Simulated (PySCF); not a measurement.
Saddle point of CH6AlN, singlet (CH₆AlN ([CH3][AlH][NH2]) → CH₃Al ([CH3][Al]) + NH₃ (still joined by a long Al–N bond); bonds formed: N2–H3; bonds broken: Al1–H3; bonds weakened to dative contacts: Al1–N2), PBE0-D4/def2-TZVP structure:

```
atom    x (Å)    y (Å)    z (Å)
 Al1  -0.7444  -0.0878  -0.7238
  N2  -0.3781  -1.4084   0.6049
  H3  -1.7171  -0.8947   0.4333
  C4   0.6154   1.3289  -0.5828
  H5  -0.6754  -2.3602   0.4231
  H6   0.2186  -1.3960   1.4362
  H7   1.6203   0.9046  -0.6892
  H8   0.5559   1.7834   0.4145
  H9   0.5050   2.1304  -1.3163
```

Energies are electronic, without zero-point energy. Barriers and step energies count from the start structure reached by relaxing down the imaginary mode; all methods use the PBE0-D4 structures, on which another method's saddle can fall below an end. Computed with PySCF 2.14 with density fitting (its default auxiliary sets; JK sets also for MP2 and CCSD(T)) (basis: def2-TZVPP, with def2-QZVPP for the basis limit); correlated methods freeze the cores. B3LYP uses VWN-RPA correlation. Extrapolation: Hartree–Fock as exp(−7.88 √X), correlation as X^−2.97.

```
   method  barrier (kJ/mol)  step energy (kJ/mol)
    SPW92             246.2                 139.8
   PBE-D4                 ?                 137.5
r2SCAN-D4             286.8                 163.0
  PBE0-D4             289.7                 145.3
 B3LYP-D4                 ?                 150.3
 BHLYP-D4             330.6                 158.1
  wB97M-V             307.3                 150.8
       HF                 ?                 164.2
      MP2             309.0                 161.7
     CCSD             317.0                 149.0
  CCSD(T)             300.7                 147.3
```

(1) Fill in the withheld barriers. (An estimate is asked for; the value comes from the calculation.)

No T1 diagnostic of these runs exceeds 0.016. The restricted Hartree–Fock reference is unstable towards an unrestricted one at one or more of these structures. A large double-excitation amplitude points to some diradical character; no triplet was computed.

Results:

(1) Computed: B3LYP-D4 295.9; HF 383.0; PBE-D4 259.5 kJ/mol. Each is the energy of the saddle less that of the start structure, by the same method.

For comparison, the barrier by CCSD(T) at an estimated basis limit (MP2 extrapolated from triple and quadruple zeta, plus CCSD(T) − MP2 in triple zeta) is 300.6 kJ/mol.

Labels in which every atom is bracketed show which atoms are joined, not bond orders.

For scale, one of the runs: CCSD(T)/def2-TZVPP, 188 basis functions, launched by `OMP_NUM_THREADS=4 python run.py`. Time: 3.6 min of wall clock on 4 CPU threads of an Arm Neoverse V1; the host was shared. Peak host memory: 1.7 GiB.
